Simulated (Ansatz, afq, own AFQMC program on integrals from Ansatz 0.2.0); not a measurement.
# F, doublet: AFQMC among the cluster methods

A free F atom.

Basis cc-pVTZ. Only valence electrons are correlated. AFQMC by an in-house program on the Cholesky factors that Ansatz 0.2.0 writes for its CCSD(T) run. ph-AFQMC/CISD is guided by a CISD state made of CCSD amplitudes; releasing the constraint for a short imaginary time cuts its bias at the price of noise, slowly where states lie close. Free AFQMC starts from the CCSD state and is never constrained. Its projection time is finite, and what remains of the start isn't in its error. ± is one standard error of the sampling.

Determinant: UHF, the one that the program's search chose, which needn't be the lowest solution.

No full CI on the walks' own integrals is used here; CCSDTQ serves as the reference and is uncertain by about the last step of the cluster series.

Cautions: the released energies have errors that jump between times, so the bars are unsure, so no released level is given (meV from the phaseless value at times in 1/Eh: -2.2 ± 1.0 at 0.24, 321 ± 323 at 0.50, -1.7 ± 1.8 at 1.00, -2.9 ± 2.0 at 1.50), though the last usable value meets CCSDTQ within the noise; the ph-AFQMC/HF walk drifts between its halves (2.7 errors).

The T1 diagnostic is 0.0048, the weight of the determinant in the CISD state is 0.965 and the ⟨S²⟩ of the determinant is 0.753. The size of the correlated space is 7 electrons in 29 orbitals.

| level | correlation energy (eV) |
| --- | --- |
| MP2 | -5.4378 |
| CCSD | -5.7483 |
| CCSD(T) | -5.8460 |

Task: Estimate where free-projection AFQMC lies against CCSD(T) on the same integrals.

Result: 0.9 ± 0.3 kJ/mol below CCSD(T).

Reference: CCSDTQ, correlation energy -5.852 eV.

```json
{"level": "CCSD(T)", "E − E(reference) (kJ/mol)": "0.6", "share of correlation (%)": "99.89"}
{"level": "CCSDT", "E − E(reference) (kJ/mol)": "0.2", "share of correlation (%)": "99.97"}
{"level": "CCSDT(Q)", "E − E(reference) (kJ/mol)": "0.0", "share of correlation (%)": "100.00"}
{"level": "ph-AFQMC/HF", "E − E(reference) (kJ/mol)": "5.9 ± 1.2", "share of correlation (%)": "98.96"}
{"level": "ph-AFQMC/CISD", "E − E(reference) (kJ/mol)": "0.3 ± 0.1", "share of correlation (%)": "99.95"}
{"level": "free AFQMC", "E − E(reference) (kJ/mol)": "-0.3 ± 0.3", "share of correlation (%)": "100.05"}
```

CCSDT and higher add their correlation energy to the determinant of the CCSD(T) run, since their own runs factorise the integrals more tightly (a shift of under 2 meV). Free projections are given only where their last times agree within the noise and don't stop above the reference; a slow remainder of the start can still hide under it. A walk keeps the symmetry of its determinant, which the program's search chose and which needn't be the lowest solution, so a lower state of the same spin and another symmetry isn't excluded.
